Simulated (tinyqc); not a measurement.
UHF in the sto-3g basis, for CH3+, spin multiplicity 1, step by step (part 3 of 3). Computed by tinyqc, a small Python program that keeps every step (integrals from PySCF). Command: `OMP_NUM_THREADS=1 python tinyqc.py 27772 27773 out.jsonl` (the two numbers bound the seeds that draw the settings). One thread of a shared host (Intel(R) Xeon(R) Processor @ 2.60GHz), about 0.1 s of CPU time with the checks.

Geometry (angstrom):
```
atom        x        y       z
C      0.0000   0.0000  0.1120
H      1.2210   0.0000  0.0000
H     -0.6100   1.0570  0.0000
H     -0.6100  -1.0570  0.0000
```

## Convergence

Stop when the energy changes by less than 1e-09 hartree and every element of the error matrix X^T (F D S - S D F) X (for each spin) is below 9e-06.

Course of the cycle:
```
iteration  E (hartree)     change  largest element of the error matrix
1           -36.962817          -                             3.94e-01
2           -38.713997  -1.75e+00                             7.55e-02
3           -38.742104  -2.81e-02                             2.74e-02
4           -38.748369  -6.27e-03                             1.85e-02
5           -38.753330  -4.96e-03                             6.03e-03
6           -38.753922  -5.92e-04                             1.80e-03
7           -38.753937  -1.51e-05                             6.56e-04
8           -38.753940  -3.59e-06                             3.24e-04
9           -38.753941  -8.25e-07                             7.85e-05
10          -38.753941  -2.05e-08                             7.15e-06
11          -38.753941  -6.07e-10                             2.51e-06
```

PySCF UHF in the same basis, after a stability check = -38.753941 hartree

Converged in 11 iterations.

## Populations, bond orders and dipole

D(alpha) after iteration 11, lower triangle:
```
          1C 1s    1C 2s   1C 2px   1C 2py   1C 2pz    2H 1s    3H 1s   4H 1s
1C 1s    1.0414
1C 2s   -0.1511   0.5914
1C 2px   0.0000   0.0001   0.4082
1C 2py   0.0000   0.0000   0.0000   0.4081
1C 2pz   0.0045  -0.0163   0.0000   0.0000   0.0004
2H 1s   -0.0467   0.1364   0.2745   0.0000  -0.0037   0.2162
3H 1s   -0.0468   0.1364  -0.1372   0.2376  -0.0038  -0.0607   0.2161
4H 1s   -0.0468   0.1364  -0.1372  -0.2376  -0.0038  -0.0607  -0.0606  0.2161
```

D(beta) after iteration 11, lower triangle:
```
          1C 1s    1C 2s   1C 2px   1C 2py   1C 2pz    2H 1s    3H 1s   4H 1s
1C 1s    1.0414
1C 2s   -0.1511   0.5914
1C 2px   0.0000   0.0001   0.4082
1C 2py   0.0000   0.0000   0.0000   0.4081
1C 2pz   0.0045  -0.0163   0.0000   0.0000   0.0004
2H 1s   -0.0467   0.1364   0.2745   0.0000  -0.0037   0.2162
3H 1s   -0.0468   0.1364  -0.1372   0.2376  -0.0038  -0.0607   0.2161
4H 1s   -0.0468   0.1364  -0.1372  -0.2376  -0.0038  -0.0607  -0.0606  0.2161
```

overlap S, lower triangle:
```
         1C 1s   1C 2s   1C 2px   1C 2py   1C 2pz   2H 1s   3H 1s   4H 1s
1C 1s   1.0000
1C 2s   0.2484  1.0000
1C 2px  0.0000  0.0000   1.0000
1C 2py  0.0000  0.0000   0.0000   1.0000
1C 2pz  0.0000  0.0000   0.0000   0.0000   1.0000
2H 1s   0.0454  0.4154   0.4157   0.0000  -0.0381  1.0000
3H 1s   0.0455  0.4158  -0.2079   0.3602  -0.0382  0.0986  1.0000
4H 1s   0.0455  0.4158  -0.2079  -0.3602  -0.0382  0.0986  0.0986  1.0000
```

Mulliken: Z minus the diagonal of D S on the atom; Loewdin: the same with S^(1/2) D S^(1/2); Mayer order: 2 sum_s sum (D(s) S)_ij (D(s) S)_ji over the two atoms.

Charges (e):
```
atom  Mulliken  Loewdin  Mulliken spin
1C      0.2381   0.4155       1.02e-06
2H      0.2540   0.1949      -2.08e-06
3H      0.2539   0.1948       5.29e-07
4H      0.2539   0.1948       5.29e-07
```

Mayer bond orders:
```
pair   order
2-1   0.9173
3-1   0.9174
3-2   0.0091
4-1   0.9174
4-2   0.0091
4-3   0.0091
```

dipole moment about the origin, x y z (debye): 0.0015  0.0000  0.3156

<S^2> of the determinant (pure state: 0) = 1.03e-10
